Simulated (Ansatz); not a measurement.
Basis-set extrapolation for C2H2N, SMILES `[CH2]C#N` radical (PBE0-D4/def2-TZVP geometry, frozen core, the Gaussian-basis code of Ansatz). Multiplicity 2, UHF reference.

|  | def2-TZVPP | def2-QZVPP |
| --- | --- | --- |
| HF | -131.357019 | -131.362314 |
| MP2 correlation | -0.455459 | -0.486921 |
| CCSD(T) correlation | -0.509598 | not run |

Energies in hartree. Use E(X) = E(∞) + A·exp(−7.88·√X) for Hartree–Fock and E(X) = E(∞) + B·X^(−2.97) for correlation, with X = 3 and 4, and add CCSD(T) minus MP2 of the smaller set to the MP2 limit.

What is the CCSD(T) energy at the basis-set limit?

HF limit: -131.362314 + (-0.005295) × 0.13774 = -131.36304. MP2 limit: -0.486921 + (-0.031462) × 0.74074 = -0.51023. Higher-order term: -0.509598 − (-0.455459) = -0.05414. Total: -131.92741 hartree, 1.65 eV below CCSD(T)/def2-TZVPP.

The UHF reference is spin-contaminated (⟨S²⟩ = 0.93, T1 = 0.035).
